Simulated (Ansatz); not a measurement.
# One shape, several levels: BCl (SMILES [B]Cl)

Wanted: a comparison of 6 runs (UHF/STO-3G, B3LYP/STO-3G, UB3LYP/STO-3G, wB97M-V/STO-3G, CCSDTQ/STO-3G, CCSD/STO-3G) of BCl. 

The calculation is run with Ansatz 0.2.0.

41 further runs of the same task are left out: 1 that didn't finish, 40 set aside as unsound or not needed.

### 1 The structure to begin with

The species is BCl (2 atoms), meant as a singlet with charge 0. As SMILES, `[B]Cl`. The Cl2–B1 distance was set to 2.368 Å, away from the relaxed value.

Bond lengths: B1–Cl2 2.368 Å.

### 2 The energy at UHF/STO-3G (run 1)

Contents of molecule.yaml:

```yaml
crystal:
  periodic: [false, false, false]
  atoms:
    - symbol: B
      position_ang: [0.000000, 0.000000, -0.789270]
    - symbol: Cl
      position_ang: [0.000000, 0.000000, 1.578530]
basis:
  gaussian: {orbitals: STO-3G}
magnetization: {spin_polarized: true, initial_magnetization: 0}
hamiltonian: {xc: hf}
accuracy: high
```

Command:

```sh
$ ansatz run molecule.yaml --threads 1 --pin off --max-ram 2610MiB --events-out events.jsonl --progress --plain --runs-dir runs
```

Output:

```text
Warning: RAYON_NUM_THREADS=1 ignored (pool sized by the plan → 1); use --threads N
Functional definition: HF
  name "HF"
  exchange = exact_x
  correlation = 0
218 factors; integrals over basis functions are off by at most 3.3e-8 eV
mean field evaluation 1: about -13026.0305 eV, gradient 8.9e0 eV
mean field evaluation 2: about -13026.0640 eV, gradient 8.9e0 eV
mean field evaluation 4: about -13028.2237 eV, gradient 8.4e-1 eV
mean field evaluation 8: about -13028.2369 eV, gradient 5.5e-2 eV
mean field evaluation 16: about -13028.2687 eV, gradient 1.9e-1 eV
mean field evaluation 32: about -13028.2368 eV, gradient 9.8e-2 eV
mean field evaluation 64: about -13018.1638 eV, gradient 9.0e0 eV
mean field evaluation 96: about -13028.2369 eV, gradient 5.1e-8 eV
mean field -13028.27013315 eV, -478.7800965147 hartree, gradient 2.5e-8 eV, S^2 0.197252; 4 other end points of the search recorded, 0 dependent functions left out
reference -13028.27013315 eV, -478.7800965147 hartree; 11, 11 occupied and 3, 3 virtual orbitals, 218 factors
Total energy: -13028.27013315 eV, -478.7800965147 hartree
```

It took 0.14 s on 1 thread of Intel Xeon Platinum 8375C at 2.90GHz (Ice Lake), shared host.

### 3 The energy at B3LYP/STO-3G (run 2)

Contents of in.yaml:

```yaml
crystal:
  periodic: [false, false, false]
  atoms:
    - symbol: B
      position_ang: [0.000000, 0.000000, -0.789270]
    - symbol: Cl
      position_ang: [0.000000, 0.000000, 1.578530]
basis:
  gaussian: {orbitals: STO-3G}
hamiltonian: {xc: {name: B3LYP}}
accuracy: high
```

Command:

```sh
$ ansatz run in.yaml --threads 1 --pin off --max-ram 2610MiB --events-out events.jsonl --progress --plain --runs-dir runs
```

Output:

```text
Warning: RAYON_NUM_THREADS=1 ignored (pool sized by the plan → 1); use --threads N
Functional definition: B3LYP
  name "B3LYP"
  parameter a0 = 0.2
  parameter ax = 0.72
  parameter ac = 0.81
  exchange = (1 - a0 - ax)*slater_x + ax*b88_x + a0*exact_x
  correlation = (1 - ac)*vwn_rpa_c + ac*lyp_c
218 factors; integrals over basis functions are off by at most 3.3e-8 eV
mean field evaluation 1: about -13046.7698 eV, gradient 1.4e1 eV
mean field evaluation 2: about -12882.3583 eV, gradient 1.7e2 eV
mean field evaluation 4: about -13049.1745 eV, gradient 5.5e0 eV
mean field evaluation 8: about -13049.3299 eV, gradient 1.8e-1 eV
mean field evaluation 16: about -13049.3301 eV, gradient 8.3e-7 eV
mean field -13049.33011250 eV, -479.5540364807 hartree, gradient 6.8e-8 eV, S^2 0.000000; 0 other end points of the search recorded, 0 dependent functions left out
reference -13049.33013553 eV, -479.5540373269 hartree; 11, 11 occupied and 3, 3 virtual orbitals, 218 factors
Total energy: -13049.33013553 eV, -479.5540373269 hartree
```

Wall time 0.44 s (1 thread of Intel Xeon Platinum 8375C at 2.90GHz (Ice Lake), shared host).

Runs 3 to 5 aren't shown in full; the table further down has their settings and results.

### 4 A single-point energy at CCSD/STO-3G (run 6)

in.yaml: that of step 3 with these lines changed.

```diff
@@ -9,3 +9,4 @@
   gaussian: {orbitals: STO-3G}
-hamiltonian: {xc: {name: B3LYP}}
+correlation: {method: ccsd, frozen_orbitals: {B: 1, Cl: 5}}
 accuracy: high
+scf: {omitted_lower_state_checks: [cluster_reference, increment]}
```

Command:

```sh
$ ansatz run in.yaml --threads 1 --pin off --max-ram 2610MiB --events-out events.jsonl --progress --plain --runs-dir runs
```

Output (excerpt; [...] marks lines left out):

```text
Warning: RAYON_NUM_THREADS=1 ignored (pool sized by the plan → 1); use --threads N
[... 2 set-up lines as earlier in the session ...]
[...]
218 factors; integrals over basis functions are off by at most 3.3e-8 eV
[...]
mean field -13028.23694556 eV, -478.7788768930 hartree, gradient 1.1e-8 eV, S^2 0.000000; 0 other end points of the search recorded, 0 dependent functions left out; unrestricted orbitals would lower it
6 core orbitals not correlated: weight in the atoms' cores, before any rotation towards them, 1.000 or more for the frozen orbitals, at most 0.000 for the correlated occupied ones
reference -13028.23694556 eV, -478.7788768930 hartree; 5, 5 occupied and 3, 3 virtual orbitals, 218 factors
second order -1.16434904 eV of doubles, -0.00000000 eV of singles
cycle   1  -1.51398878 eV  change   -3.5e-1 eV  update   1.1e-1
[...]
cycle  23  -1.94729973 eV  change   4.0e-10 eV  update  2.4e-10
Total energy: -13030.18424528 eV, -478.8504388380 hartree
Checks for a lower state left out: cluster_reference, increment
```

Run time: 0.14 s. Hardware: 1 thread of Intel Xeon Platinum 8375C at 2.90GHz (Ice Lake), shared host.

### 5 The series

```csv
run,level,frozen core orbitals,energy (Eh),wall time
1,UHF/STO-3G,–,-478.780097,0.14 s
2,B3LYP/STO-3G,–,-479.554037,0.44 s
3,UB3LYP/STO-3G,–,-479.554037,0.73 s
4,wB97M-V/STO-3G,–,-479.601054,3.9 s
5,CCSDTQ/STO-3G,6,-478.854744,2.3 s
6,CCSD/STO-3G,6,-478.850439,0.14 s
```

### 6 Outcome

| quantity | value |
| --- | --- |
| run 6: total energy | -478.85044 Eh |
| run 6: correlation energy (6 core orbitals frozen) | -71.6 mEh |
| run 6: T1 diagnostic | 0.023 |

What this shows: Below the UHF energy at the same shape and in the same basis (STO-3G): CCSDTQ -74.6 mEh; CCSD -70.3 mEh. Some of these start from another determinant than that one, so these aren't their correlation energies. Totals of different functionals can't be ranked against each other. In runs 5, 6 the log says that unrestricted orbitals would lower the reference, so the values rest on an unstable closed-shell determinant (other closed-shell runs at this shape may share the fault). In runs 1, 2, 3, 4, 5, 6 the basis is minimal, so the values are rough. Spin contamination of the reference: run 1 ⟨S²⟩ = 0.20. All runs together took 7.7 s, the longest 3.9 s.
